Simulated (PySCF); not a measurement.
Isomers of [C5H9]+ (charge +1). Method: PBE0-D3(BJ)/def2-SVP geometry optimisation, gas phase in PySCF 2.14.0. Energies are electronic, without zero-point or thermal terms, for one conformer each. No frequencies were run at this level. Point groups hold within 0.08 Å.

**Question.** Order them by energy at this level, lowest first, and give relative energies in kcal/mol.
A. `[CH2:1]=[CH:2][CH+:3][CH2:4][CH3:5]` (charge +1) with C1–C2–C3–C4 180°, C2–C3–C4–C5 -1°
B. `[CH2:1]=[C:2]([CH3:3])[CH+:4][CH3:5]` (charge +1) with C1–C2–C4–C5 180°
C. `C=C[C+](C)C`

**Answer.** C (0.0), B (5.8), A (9.6).

Neighbours under 5.0 kcal/mol apart (C=C(C)[CH+]C and C=C[CH+]CC) can change places with a better method, another conformer or zero-point energy.

| SMILES | E (Eh) | E rel (kcal/mol) | dipole about centre of mass (D) | point group | A, B, C (MHz) |
| --- | --- | --- | --- | --- | --- |
| C=C[C+](C)C | -195.26189 | 0.0 | 0.43 | – | 8237, 3931, 2751 |
| C=C(C)[CH+]C | -195.25259 | 5.8 | 1.84 | Cs | 8049, 3926, 2727 |
| C=C[CH+]CC | -195.24653 | 9.6 | 2.72 | Cs | 14155, 2648, 2292 |

**Question.** As an exercise, what shares would exp(−E/RT) give at 1000 K from these electronic energies alone (no entropy, no degeneracies)?

**Answer.** RT = 1.987 kcal/mol: C=C[C+](C)C 94.3 %, C=C(C)[CH+]C 5.0 %, C=C[CH+]CC 0.7 %.
